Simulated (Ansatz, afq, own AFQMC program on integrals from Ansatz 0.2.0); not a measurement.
**Where AFQMC and coupled cluster stand for Al2, triplet**

```xyz
2

Al    0.0000    0.0000    0.0000
Al    0.0000    0.0000    3.0980
```

Basis cc-pVDZ. Noble-gas cores (and the filled d shells of Ga–Kr and In–Xe) are frozen. Ansatz 0.2.0 and our own AFQMC program on the same integrals; the CISD trial comes from CCSD amplitudes, and released means the phaseless constraint is let go. ± is one standard error of the sampling.

Determinant: ROHF, the one that the program's search chose, which needn't be the lowest solution. The geometry is a point of a scan.

Full CI on the same integrals is exact in this basis and with this determinant's frozen core.

Cautions: lower spins were not checked; the ph-AFQMC/CISD walk drifts between its halves (2.5 errors); the released energy hasn't reached full CI (17 meV above it at 2.40 1/Eh), so no released level is given (meV from the phaseless value at times in 1/Eh: -7 ± 3 at 0.24, -9.7 ± 2.5 at 0.51, -19 ± 4 at 0.99, -21.5 ± 2.0 at 1.62, -23 ± 4 at 2.40).

- T1 diagnostic: 0.0293
- weight of the determinant in the CISD state: 0.854
- size of the correlated space: 6 electrons in 26 orbitals

```tsv
level	correlation energy (eV)
MP2	-2.2297
CCSD	-3.0544
CCSD(T)	-3.1839
```

(1) Estimate where full CI lies against CCSD(T) on the same integrals.

(1) 59.4 meV below CCSD(T).

Reference: full CI, correlation energy -3.243 eV.

```tsv
level	E − E(reference) (meV)	share of correlation (%)
CCSD(T)	59.4	98.17
CCSDT	10.0	99.69
CCSDT(Q)	2.3	99.93
CCSDTQ	0.3	99.99
ph-AFQMC/CISD	40.1 ± 2.9	98.76
```

CCSDT and higher add their correlation energy to the determinant of the CCSD(T) run, since their own runs factorise the integrals more tightly (a shift of under 2 meV). A walk keeps the symmetry of its determinant, which the program's search chose and which needn't be the lowest solution, so a lower state of the same spin and another symmetry isn't excluded.
